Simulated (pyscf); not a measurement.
Single points on ωB97X-D3(BJ)/def2-SVP structures (PySCF, gas phase).

Task: For the elementary gas-phase step •H₂C–C(=CH₂)–OH → •H₂C–C(CH₃)=O (doublet surface; H–O broken, C–H formed), what barrier and reaction energy does ωB97X-D3(BJ)/def2-TZVP give, measured from the reactant's lowest minimum found?

Result: ΔE‡ = 201.7 kJ/mol, ΔE = -34.5 kJ/mol. ωB97M-D3(BJ)/def2-TZVP gives 203.5 kJ/mol and -29.9 kJ/mol. Zero-point energy shifts the barrier by -12.0 kJ/mol. It is a hydrogen shift, with an imaginary mode of 2154i cm⁻¹. From the product side, H₂C=C=O + CH₃• lies, by one bond made or cut, 90.0 kJ/mol under this saddle at ωB97M-D3(BJ)/def2-TZVP. •H₂C–C(=CH₂)–OH lies 35.0 kJ/mol over its isomer H₃C–CH₂–C•=O (electronic energy, ωB97M-D3(BJ)/def2-TZVP). This is the saddle that the search found; another between the same sides may lie lower.
